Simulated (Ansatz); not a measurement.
The input, for Ansatz 0.2.0:

```yaml
crystal:
  periodic: [false, false, false]
  atoms:
    - {symbol: Si, position_ang: [0.000215, -0.000149, -0.104969]}
    - {symbol: H, position_ang: [3.396836, 0.035023, 0.981882]}
    - {symbol: H, position_ang: [-1.730539, 2.928043, 0.967269]}
    - {symbol: H, position_ang: [-1.672291, -2.958916, 0.975742]}
basis:
  gaussian: {orbitals: 6-31G}
magnetization: {spin_polarized: true, initial_magnetization: 1}
correlation: {method: ccsdtq, electrons: outside_noble_gas}
```

```sh
$ ansatz run in.yaml --threads 1 --pin off --events-out ev --progress --plain --max-ram 2393MiB
```

**Question.** Roughly how long does this take on 1 thread of Arm Neoverse V2, shared host, and how much host memory?

**Answer.** 50 s wall and 0.16 GiB.

```
369 factors; integrals over basis functions are off by at most 1.2e-7 eV
mean field evaluation 1: about -7888.1948 eV, gradient 1.2e1 eV
mean field evaluation 2: about -7888.1944 eV, gradient 1.2e1 eV
mean field evaluation 4: about -7896.4534 eV, gradient 9.9e0 eV
mean field evaluation 8: about -7900.1481 eV, gradient 3.8e-1 eV
mean field evaluation 16: about -7900.1461 eV, gradient 1.5e-7 eV
mean field evaluation 32: about -7900.1147 eV, gradient 1.1e0 eV
mean field evaluation 64: about -7900.1353 eV, gradient 1.6e-2 eV
mean field evaluation 96: about -7899.4358 eV, gradient 2.9e-1 eV
mean field evaluation 128: about -7899.6000 eV, gradient 4.8e-1 eV
mean field evaluation 160: about -7900.1319 eV, gradient 1.4e-1 eV
...
cycle  51  -0.76793236 eV  change   -2.0e-6 eV  update   5.8e-6
cycle  52  -0.76793503 eV  change   -2.7e-6 eV  update   5.1e-6
cycle  53  -0.76793822 eV  change   -3.2e-6 eV  update   4.0e-6
cycle  54  -0.76794028 eV  change   -2.1e-6 eV  update   2.7e-6
cycle  55  -0.76794119 eV  change   -9.0e-7 eV  update   1.7e-6
cycle  56  -0.76794162 eV  change   -4.4e-7 eV  update   1.4e-6
cycle  57  -0.76794195 eV  change   -3.2e-7 eV  update   1.2e-6
cycle  58  -0.76794226 eV  change   -3.2e-7 eV  update   1.0e-6
cycle  59  -0.76794244 eV  change   -1.7e-7 eV  update   9.3e-7
cycle  60  -0.76794290 eV  change   -4.7e-7 eV  update   8.7e-7
Total energy: -7900.91405507 eV, -290.3532360918 hartree
```

For the same geometry and basis full CI lies 14.1 meV lower.
